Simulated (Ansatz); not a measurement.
Zinc-blende BeSe, relaxed in Ansatz (plane waves) with several semilocal functionals. Each gives its own volume and its own bulk modulus:

```csv
level,V0 (Å³/atom),bulk modulus B0 (GPa),ln V0,ln B0
LDA,16.401,83.96,2.7973,4.4303
PBEsol,16.864,79.51,2.8252,4.3759
revPBE,17.715,71.47,2.8744,4.2693
RPBE,17.818,70.60,2.8802,4.2570
BLYP,18.005,69.32,2.8906,4.2387
```

**Question.** Fit a straight line to ln B0 against ln V0. What does it predict for PBE, whose volume is 17.351 Å³/atom?

**Answer.** With x = ln V0 and y = ln B0: means 2.85354 and 4.31424; Σ(Δx Δy) = -0.01354, Σ(Δx²) = 0.006485, so the slope is -2.09. At x = 2.8537 the line gives y = 4.31424 + (-2.09) × (2.8537 − 2.85354) = 4.3139, or 74.73 GPa. The run with PBE gives 75.13 GPa, +0.5 % from the line. The rows used scatter about it by up to 0.2 %, while the largest value lies 21 % above the smallest. For comparison, PBE's own equation of state has B′ = 3.9, the slope −d ln B/d ln V at a fixed functional; the two needn't agree, since functionals also differ at one volume.

Measured: 92.2 GPa (measured, temperature not stated, no zero-point or thermal correction; as tabulated in Inakpenu et al., APS March Meeting 2017, C27.9).

Ansatz's density-functional and Hartree–Fock values are scalar-relativistic unless marked +SOC, with PAW data made under PBE.

Ansatz is a first-principles code.
